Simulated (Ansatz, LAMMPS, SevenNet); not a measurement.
# Equilibrium volume per atom of hcp Ti: levels of theory against measurement

Reference value: 17.50 Å³/atom (measured, copied from a table, unchecked, extrapolated to 0 K and zero-point effects removed; as tabulated in Lejaeghere et al. (2013), arXiv:1204.2733).

What do COMB comb3, SevenNet-0, LDA, PBE, rVV10 give, and how far is each from the reference?


```tsv
level (code)	value (Å³/atom)	error (%)
COMB comb3 (LAMMPS)	17.74	+1.4
SevenNet-0 (SevenNet)	17.41	-0.5
LDA (Ansatz)	16.11	-7.9
PBE (Ansatz)	17.39	-0.6
rVV10 (Ansatz)	17.43	-0.4
```

Leaving aside COMB comb3, which can be fitted to such values or carry a doubt: Nearest, and too close to rank with a margin of 1.0 % (twice that across the reference) picked here for doubts on the reference and the settings: rVV10 (-0.4 %), SevenNet-0 (-0.5 %), PBE (-0.6 %). LDA (-7.9 %) misses by most. Within 2 %: SevenNet-0, PBE, rVV10.

Cutoffs and k meshes differ between the levels. Ansatz's density-functional and Hartree–Fock values are scalar-relativistic unless marked +SOC, with PAW data made under PBE.

Empirical potentials (COMB comb3) are fitted to chosen data, which need not cover the solid at hand: agreement can be built in, and what lay outside the fit can be far off. Machine-learned potentials (SevenNet-0) are trained on DFT data, which may include these solids.

Differences are worked out from the printed values.

Ansatz is a program for electronic structure.
